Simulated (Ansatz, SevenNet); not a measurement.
**Rock-salt ZrC, formation enthalpy**

Reference value: -1.019 eV/atom (measured, 298 K, copied from a table, unchecked, not corrected to a static lattice; as tabulated in Wang et al. (2021), doi:10.1038/s41598-021-94550-5).

| level (code) | value (eV/atom) | difference (eV/atom) |
|---|---|---|
| SevenNet-l3i5 | -0.808 | +0.211 |
| PBE (Ansatz) | -0.859 | +0.160 |
| rVV10 (Ansatz) | -0.832 | +0.187 |
| r²SCAN (Ansatz) | -1.009 | +0.010 |
| PBE0-D3(BJ) (Ansatz) | -1.054 | -0.035 |

Once the reference is moved by up to 0.100 eV/atom (a margin picked here for doubts on the reference and the settings, and for temperature and zero-point motion) and values within 0.010 eV/atom count as equal, the nearest can be r²SCAN (+0.010 eV/atom), PBE0-D3(BJ) (-0.035 eV/atom) or PBE (+0.160 eV/atom).

The reference isn't brought to a static lattice, while the calculations are for one, so the differences are not the levels' errors alone.  Each level is taken at its own relaxed cell. Ansatz's density-functional and Hartree–Fock values are scalar-relativistic unless marked +SOC, with PAW data made under PBE.

Machine-learned potentials (SevenNet-l3i5) are trained on DFT data: a solid inside that data is no test of them.

Differences are worked out from the printed values.

Ansatz is a program for electronic structure.
